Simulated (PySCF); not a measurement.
Complex of chlorine monofluoride and hydrogen chloride

A complex built from chlorine monofluoride and hydrogen chloride; neutral, singlet.

Parts: 1 = chlorine monofluoride (FCl), atoms 1–2; 2 = hydrogen chloride (Cl), atoms 3–4.

| atom | part | x (Å) | y (Å) | z (Å) |
| --- | --- | --- | --- | --- |
| Cl1 | 1 | 0.971 | -0.329 | -0.008 |
| F2 | 1 | -0.579 | 0.186 | 0.051 |
| Cl3 | 2 | 3.734 | -1.203 | -0.104 |
| H4 | 2 | 4.200 | -0.037 | 0.149 |

In these coordinates Cl1···Cl3 is 2.899 Å. Part 2 is then moved rigidly along that line, all else held; at short range other atoms may come into contact.

The starting structure comes from a short search with a few starts; no frequency run checks that it is a minimum, and another way of binding may lie lower.

Method: CCSD(T)/aug-cc-pVDZ and MP2/aug-cc-pVTZ, aug-cc-pVQZ counterpoise interaction energy, frozen core, gas phase (PySCF). Geometry: PBE0-D3(BJ)/def2-TZVPD.

Counterpoise energies in kcal/mol, cluster less the parts frozen as they stand in it; small is aug-cc-pVDZ, large aug-cc-pVQZ. Estimated limit: HF in aug-cc-pVQZ, MP2 correlation extrapolated as X⁻³ from aug-cc-pVTZ and aug-cc-pVQZ, and CCSD(T) less MP2 in aug-cc-pVDZ; it isn't the exact limit.

```
Cl1···Cl3 (Å)  HF large  MP2 large  SCS-MP2 large  CCSD(T) small  CCSD(T) limit est.
        2.609         ?          ?              ?              ?                   ?
        2.754      3.00      -2.08          -0.74           0.99               -1.44
        2.899      1.22      -2.64          -1.63          -0.54               -2.19
        3.044      0.22      -2.72          -1.95          -1.29               -2.39
        3.189         ?          ?              ?              ?                   ?
        3.624     -0.66      -1.68          -1.41          -1.35               -1.57
        4.348     -0.40      -0.70          -0.61          -0.62               -0.66
        5.798     -0.12      -0.16          -0.15          -0.15               -0.15
```

(1) Fill in the withheld rows.

Results:

(1) 
```csv
Cl1···Cl3 (Å),HF large,MP2 large,SCS-MP2 large,CCSD(T) small,CCSD(T) limit est.
2.609,6.03,-0.63,1.12,3.81,0.25
3.189,-0.31,-2.55,-1.97,-1.58,-2.32
```
